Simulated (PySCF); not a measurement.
First hyperpolarisability: SMILES C(C)NC=O, C₃H₇NO

Molfile (atoms numbered from 1):
```
C3H7NO
     RDKit          3D

 12 11  0  0  0  0  0  0  0  0999 V2000
   -1.5723   -0.4233   -0.1163 C   0  0  0  0  0  0  0  0  0  0  0  0
   -0.4547    0.6007   -0.0453 C   0  0  0  0  0  0  0  0  0  0  0  0
    0.7734    0.0510    0.4823 N   0  0  0  0  0  0  0  0  0  0  0  0
    1.8839   -0.1387   -0.2628 C   0  0  0  0  0  0  0  0  0  0  0  0
    2.0096    0.1597   -1.4281 O   0  0  0  0  0  0  0  0  0  0  0  0
   -2.4779    0.0287   -0.5266 H   0  0  0  0  0  0  0  0  0  0  0  0
   -1.2861   -1.2608   -0.7552 H   0  0  0  0  0  0  0  0  0  0  0  0
   -1.8165   -0.8169    0.8741 H   0  0  0  0  0  0  0  0  0  0  0  0
   -0.2133    0.9762   -1.0400 H   0  0  0  0  0  0  0  0  0  0  0  0
   -0.7577    1.4568    0.5657 H   0  0  0  0  0  0  0  0  0  0  0  0
    0.7889   -0.2829    1.4310 H   0  0  0  0  0  0  0  0  0  0  0  0
    2.7000   -0.6043    0.3220 H   0  0  0  0  0  0  0  0  0  0  0  0
  1  2  1  0
  2  3  1  0
  3  4  1  0
  4  5  2  0
  1  6  1  0
  1  7  1  0
  1  8  1  0
  2  9  1  0
  2 10  1  0
  3 11  1  0
  4 12  1  0
M  END
```

Method used: PySCF, quadratic response CAM-B3LYP/def2-TZVPD first hyperpolarisability, Taylor convention, gas phase. Geometry: PBE0-D3(BJ)/def2-TZVP.

Q: Give β for the processes computed.

A: In au, Taylor convention; the vector part is βᵢ = ⅓ Σⱼ (βᵢⱼⱼ + βⱼᵢⱼ + βⱼⱼᵢ); β∥ is 3/5 of the vector part along the dipole, the dipole points from − to +:
```csv
process,λ (nm),β vector norm,β∥,β HRS,depolarisation ratio
"static β(0;0,0)",∞,96.1,-41.2,43.8,3.83
"second harmonic β(−2ω;ω,ω)",1907,99.5,-42.3,45.4,3.83
"Pockels β(−ω;ω,0)",1907,97.2,-41.6,–,–
"second harmonic β(−2ω;ω,ω)",1064,107.9,-45.1,49.4,3.81
"Pockels β(−ω;ω,0)",1064,99.8,-42.4,–,–
```

Q: Which lowest excitations, dipole and polarisabilities go with it?

A: S1 5.77 eV (f = 0.001); S2 6.51 eV (f = 0.008); S3 6.89 eV (f = 0.024); dipole 4.00 D; isotropic α 51.1 au static, 51.3 au at 1907 nm, 51.5 au at 1064 nm, 51.6 au at 953.5 nm, 52.8 au at 532 nm.
